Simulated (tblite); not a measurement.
Species: C4H6NO (doublet state).
SMILES: `O=C1C[CH]CN1`

All values are computed: GFN2-xTB (tblite) harmonic vibrations without scaling, gas phase. Errors from tens to a few hundred cm⁻¹ against measured bands are possible. Open shells enter through the occupations alone, without spin polarisation, and single modes of such species can be off by tens of per cent.

Harmonic wavenumbers (cm⁻¹): 127.9, 185.5, 254.5, 466.6, 487.9, 526.4, 629.3, 725.4, 868.3, 889.8, 931.6, 1000.6, 1028.8, 1035.1, 1090.8, 1099.0, 1205.0, 1239.1, 1263.0, 1304.0, 1367.0, 1411.9, 1461.3, 1796.6, 2763.8, 2833.5, 2864.3, 2912.3, 3176.2, 3481.3.

A = 7574, B = 3652, C = 2541 MHz; mass 84.045 u (most abundant isotopes); point group Cs, symmetry number 1; spin multiplicity 2.

Zero-point energy?

½Σν̃ = 20213 cm⁻¹ = 57.79 kcal/mol.

Give the ideal-gas entropy at 500 K and 1 bar in the rigid-rotor, harmonic-oscillator model (classical rotation).

Translation 41.79, rotation 27.47, vibration 21.57, spin (R ln 2) 1.38: S = 92.2 cal/(mol K).

And Cp and H(500 K) − H(0)?

Cp = 35.33 cal/(mol K), of which vibrations give 27.39 (their classical limit is 30 R = 59.6); H(500 K) − H(0) = 10.27 kcal/mol without the zero-point energy, 6.30 from vibrations.

What must be added to the electronic energy to get the Gibbs energy at 500 K and 1 bar?

ZPE + [H(500 K) − H(0)] − T·S = 57.79 + 10.27 − 46.11 = 21.95 kcal/mol.

How do the functions run with temperature in this model?

```
 T (K)  S (cal/(mol K))  Cp (cal/(mol K))  H − H(0) (kcal/mol)  G − H(0) (kcal/mol)  ln q(vib)
    50             52.7               9.0                 0.41                -2.22       0.03
   100             59.7              11.6                 0.93                -5.04       0.27
298.15             77.2              23.2                 4.30               -18.71       2.11
373.15             82.9              28.1                 6.23               -24.72       2.96
   750            108.6              45.1                20.43               -60.99       7.75
  1000            122.5              51.3                32.54               -89.91      10.92
```

q(vib) and H(0) count from the zero-point level.

Which modes carry the vibrational entropy at 500 K?

127.9 cm⁻¹: 3.98; 185.5 cm⁻¹: 3.26; 254.5 cm⁻¹: 2.65; 466.6 cm⁻¹: 1.54; 487.9 cm⁻¹: 1.47; 526.4 cm⁻¹: 1.34 cal/(mol K); the other 24 give 7.33 together.

Blend soft modes into free rotors: weight 1/[1 + (100 cm⁻¹/ν̃)⁴] for the oscillator and the rest for a rotor with moment μB/(μ + B), μ = h/(8π²ν), B = 10⁻⁴⁴ kg m². What vibrational entropy results?

21.30 cal/(mol K) in place of 21.57, which changes −T·S at 500 K by +0.14 kcal/mol.

Hindered rotation and anharmonicity are outside this model.
